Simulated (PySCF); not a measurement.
**Spin states of BCl**

Unrestricted PBE0; basis B def2-TZVP, Cl def2-TZVP; no relativity; PySCF 2.14. Outer shells of the fragments: B 2s2 2p1; Cl 3s2 3p5.

Followed along the bond (rough minima from three points):

| 2Ms+1 | unpaired | ⟨S²⟩ at the start | R at minimum (Å) | Te (eV) |
| --- | --- | --- | --- | --- |
| 1 | none | 0.00 | 1.72 | 0.00 |
| 3 | σ ↑, π ↑ | 2.01 | none in the scan | ≤ 2.13 |

Solutions found at the starting distance of 1.785 Å, counted from the lowest of them; the search is not exhaustive and high or unbound solutions are not listed, so other states can lie among these:

```csv
2Ms+1,unpaired,term,E (eV),⟨S²⟩,⟨Lz²⟩,μ (D)
1,none,¹Σ⁺,0.00,0.00,0.00,1.17
3,"σ ↑, π ↑",³Π,2.16,2.01,1.00,-0.37
1,"σ ↑, π ↓",mixed,3.05,1.01,1.01,0.01
3,π ↑↑,mixed,6.42,2.02,2.02,4.56
3,π ↑↑,mixed,6.72,2.01,2.02,4.57
1,π ↑↓,mixed,6.76,1.01,2.02,4.57
3,σ ↑↑,³Σ⁺,6.95,2.01,0.00,-1.15
1,π ↑↓,mixed,7.15,1.00,2.01,-1.28
1,"σ ↑, π ↑↓↓",mixed,9.04,2.01,3.02,3.64
```

A term symbol is given only where ⟨S²⟩ and ⟨Lz²⟩ are close to those of a pure state; real π, δ and φ orbitals otherwise mix terms. A positive dipole means B(−)Cl(+).

Counting both spins, an empty level lies below a filled one in some of these solutions, because spin and occupation are held.
